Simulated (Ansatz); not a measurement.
Calculated with Ansatz (gas phase, PBE0-D4/def2-TZVP geometries, no zero-point term in ΔE). CCSD(T)/CBS adds triple-zeta CCSD(T) − MP2 to the extrapolated MP2 energy (def2 sets, frozen cores). DFT in def2-TZVPP. Each species was taken in one conformer, which may not be the lowest.

Reaction (isomerisation): `O=COCCO` → `COCC(=O)O`

`O=COCCO`:

Z-matrix (Å, degrees):
```
C
C 1 1.505
O 1 1.437 2 106.8
H 1 1.092 2 111.3 3 118.7
H 1 1.093 2 111.6 3 -119.5
O 2 1.406 1 112.6 3 -63.7
H 2 1.092 1 108.6 3 178.2
H 2 1.099 1 109.5 3 60.9
C 3 1.332 1 115.9 2 -178.7
H 6 0.961 2 107.7 1 59.7
O 9 1.195 3 125.7 1 0.7
H 9 1.100 3 109.3 1 -179.4
```

`COCC(=O)O`:

```xyz
12

C     0.240    0.323   -1.643
O    -0.767   -0.331   -0.909
C    -0.922    0.161    0.379
C     0.122   -0.255    1.397
O     0.185    0.221    2.497
O     0.941   -1.221    0.965
H     1.231    0.164   -1.204
H     0.229   -0.098   -2.647
H     0.045    1.402   -1.705
H    -1.878   -0.208    0.762
H    -0.965    1.259    0.407
H     1.540   -1.417    1.700
```

```csv
level,ΔE (kJ/mol),difference from CCSD(T)/CBS
r2SCAN-D4,-6.0,-5.6
PBE0-D4,-6.2,-5.8
ωB97X-V,-4.9,-4.5
B2PLYP,-2.1,-1.7
r2SCAN,-5.7,-5.3
SCS-MP2/def2-TZVPP,0.2,0.6
CCSD/def2-TZVPP,-1.3,-0.9
CCSD(T)/def2-TZVPP,-1.2,-0.8
SCS-MP2/def2-QZVPP,0.8,1.2
HF/CBS(def2),-3.1,-2.7
CCSD(T)/CBS,-0.4,0
```

Largest T1 diagnostic among the species: 0.014.

CCSD(T)/CBS has its own doubt, a few kJ/mol and more with outer-core shells, so smaller differences from it don't rank the levels.
